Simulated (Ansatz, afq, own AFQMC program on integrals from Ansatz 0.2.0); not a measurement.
**GeHO, quartet → GeHO⁺, triplet**

```xyz
3

Ge    0.0000   -0.0375    0.3220
O     0.0000    0.0862   -1.5290
H     0.0000    1.3375    1.0643
```

Connectivity, by distances: GeH–O.

E(triplet, charge +1) − E(quartet, charge +0) at this geometry, on UHF and UHF determinants.

Basis cc-pVDZ. Only valence electrons are correlated. AFQMC by an in-house program on the Cholesky factors that Ansatz 0.2.0 writes for its CCSD(T) run. ph-AFQMC/CISD is guided by a CISD state made of CCSD amplitudes; releasing the constraint for a short imaginary time cuts its bias at the price of noise, slowly where states lie close. Error bars are statistical, one sigma. No spin–orbit coupling. The errors of all members are added in quadrature.

No full CI on the walks' own integrals is used here; CCSDT(Q) serves as the reference and is uncertain by about the last step of the cluster series. Each member takes its own surest rung, up to full CI.

Errors are counted within cc-pVDZ, not against nature.

Cautions: inner d shell frozen; no relativity below Rb; no spin-orbit coupling; GeHO (quartet): another spin lies lower, its ph-AFQMC/CISD value lies 43 ± 11 meV above CCSDT(Q); GeHO⁺ (triplet): lower spins were not checked, its ph-AFQMC/CISD value lies 69 ± 10 meV above CCSDT(Q); this needn't be the first ionization.

Reference (CCSDT(Q)): 171.3 kcal/mol.

| level | vertical ionization energy (kcal/mol) | error against CCSDT(Q) (kcal/mol) |
| --- | --- | --- |
| HF | 172.2 | 0.9 |
| MP2 | 172.9 | 1.6 |
| CCSD | 172.9 | 1.7 |
| CCSD(T) | 171.9 | 0.6 |
| CCSDT | 171.5 | 0.2 |
| ph-AFQMC/CISD | 171.9 ± 0.3 | 0.6 ± 0.3 |
| released AFQMC | 171.8 ± 0.6 | 0.5 ± 0.6 |

Correlation beyond CCSD(T) takes off 0.6 kcal/mol. The perturbative (T) step is worth −1.0 kcal/mol.

A walk keeps the symmetry of its determinant, which the program's search chose and which needn't be the lowest solution, so a lower state of the same spin and another symmetry isn't excluded. Released energies are given only where the last usable release times agree within the noise; a slower fall can still hide under it.
